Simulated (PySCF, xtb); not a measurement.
silicon monoxide cation (OSi), SMILES O=[Si] (connectivity only; charge and spin as stated), charge +1, multiplicity 2.

Harmonic wavenumbers (cm⁻¹) from GFN2-xTB in xtb at its own minimum, in rising order: 1465.

Task: What does B3LYP-D3(BJ)/def2-TZVPD (PySCF) give at its own minimum? (An estimate is asked for; the answer gives what the named calculation found.)

Result: 1142. Paired by order, the mean absolute difference is 323 cm⁻¹ and the zero-point energies are 2.1 and 1.6 kcal/mol.
